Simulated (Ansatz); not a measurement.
# C2H2OS (SMILES S=C1CO1): single points off equilibrium

An exercise on one series of results from a longer session: the logs are not shown, and one member is left open.

Computed with Ansatz 0.2.0, Gaussian basis. Level: single points in def2-TZVPP.

Correlated methods freeze the cores.

### Starting geometry

SMILES `S=C1CO1`, 6 atoms, charge 0, spin multiplicity 1.

Atoms are counted from 1 here; the program's logs count them from 0.

Bond lengths: S1–C2 1.587 Å, C2–C3 1.418 Å, C2–O4 1.349 Å, C3–O4 1.513 Å, C3–H5 1.094 Å, C3–H6 1.027 Å. Angles: S1–C2–C3 155.0°, S1–C2–O4 138.7°, C3–C2–O4 66.3°, C2–C3–O4 54.7°, C2–C3–H5 123.0°, C2–C3–H6 116.3°, O4–C3–H5 113.2°, O4–C3–H6 117.7°, H5–C3–H6 116.7°, C2–O4–C3 59.1°.

As a file:

```csv
atom,x (Å),y (Å),z (Å)
S1,-2.0821,-0.8588,-0.4427
C2,-0.5854,-0.4410,-0.1207
C3,0.4770,0.4754,0.0851
O4,0.5798,-1.0282,0.2227
H5,1.0840,0.8763,-0.7323
H6,0.4373,1.0329,0.9472
```

The first run:

run/in.yaml reads:

```yaml
crystal:
  periodic: [false, false, false]
  atoms:
    - {symbol: S, position_ang: [-2.082135, -0.858794, -0.442712]}
    - {symbol: C, position_ang: [-0.585375, -0.440981, -0.120656]}
    - {symbol: C, position_ang: [0.476978, 0.475389, 0.085051]}
    - {symbol: O, position_ang: [0.579802, -1.028178, 0.222671]}
    - {symbol: H, position_ang: [1.083971, 0.876269, -0.732320]}
    - {symbol: H, position_ang: [0.437340, 1.032857, 0.947227]}
basis:
  gaussian: {orbitals: def2-TZVPP}
hamiltonian: {xc: pbe, dispersion: d4}
output: {forces: true}
```

Run with:

```console
ansatz run in.yaml --threads 2 --pin off --events-out ev --progress --plain --max-ram 3481MiB
```

Among the steps run: PBE-D4/def2-TZVPP; r2SCAN-D4/def2-TZVPP; PBE0-D4/def2-TZVPP; wB97M-V/def2-TZVPP; CCSD(T)/def2-TZVPP.

One table of the session follows, with a row left open; its other results are not shown here.

```
   method  RMS force component (eV/Å)  angle to CCSD(T) forces (°)  dipole (D)
   PBE-D4                       0.881                         10.2        2.72
r2SCAN-D4                           ?                            ?           ?
  PBE0-D4                       0.943                         20.1        2.86
  wB97M-V                       0.896                         16.3        2.86
  CCSD(T)                       0.851                    reference        2.74
```

**Question.** Estimate the row for r2SCAN-D4.

As computed: RMS force component (eV/Å): 0.855; angle to CCSD(T) forces (°): 8.8; dipole (D): 2.86. In the column «RMS force component (eV/Å)» it lies between CCSD(T) (0.851) and PBE-D4 (0.881).
